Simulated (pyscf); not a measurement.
## Hydrogen abstraction: H₂N–Zr(NH₂)(Cl)–Cl + H• → [HN–Zr(NH₂)(Cl)–Cl]• + H₂

Gas phase, doublet surface, charge 0. Bonds broken: N1–H6. Bonds formed: H6–H10. Optimised with ωB97X-D3(BJ)/def2-SVP in PySCF.

Transition state (Å):

```xyz
10

N      1.3742     0.1662     0.0908
Zr    -0.4515    -0.4604    -0.4210
N     -0.2016    -1.6895    -1.9810
Cl    -1.7452     1.3922    -1.1096
Cl    -1.3875    -1.6597     1.3873
H      1.1796     0.9838     1.1626
H      2.3838     0.2612    -0.0038
H     -0.2396    -1.4124    -2.9616
H     -0.0875    -2.7014    -1.9289
H      1.1278     1.5516     1.8352
```

One imaginary mode, 1197i cm⁻¹; descent along it reached the two sides named.

```csv
bond,change,reactant side (Å),saddle,product side
N1–H6,breaks,1.020,1.362,2.9
H6–H10,forms,2.8,0.882,0.763
```

Electronic energies relative to the separated reactants (kJ/mol):

| level | barrier | reaction energy | reverse barrier |
|---|---|---|---|
| ωB97X-D3(BJ)/def2-TZVP | 69.6 | +38.0 | 31.5 |
| PBE/def2-TZVP | 46.6 | +32.5 | 14.1 |
| r²SCAN/def2-TZVP | 42.6 | +20.2 | 22.4 |
| B3LYP-D3(BJ)/def2-TZVP | 44.3 | +18.7 | 25.7 |
| PBE0-D3(BJ)/def2-TZVP | 61.0 | +41.1 | 19.9 |
| M06-2X/def2-TZVP | 77.4 | +40.3 | 37.1 |
| ωB97M-D3(BJ)/def2-TZVP | 70.8 | +37.6 | 33.3 |
| HF/def2-TZVP | 111.5 | +18.0 | 93.5 |

With ωB97M-D3(BJ)/def2-TZVP energies and thermal terms (ideal gas, 1 atm, RRHO with modes under 100 cm⁻¹ raised to 100, one conformer, R ln 2 for rigid chiral ones), in kJ/mol:

| T (K) | ΔH‡ | ΔG‡ | ΔH | ΔG |
|---|---|---|---|---|
| 298 | 61.3 | 88.6 | +32.7 | +28.1 |
| 600 | 59.7 | 117.1 | +32.6 | +23.3 |
| 900 | 59.0 | 145.9 | +31.3 | +18.9 |
| 1200 | 58.6 | 175.0 | +29.4 | +15.0 |

This is the saddle that the search found; another between the same sides may lie lower. The angle at the transferred H is 174°. Open-shell species with a d-block atom are single-reference here; other states, and whether the spin sits on metal or ligand, were not checked. Elements past Kr carry the def2 core potentials, without spin-orbit coupling.
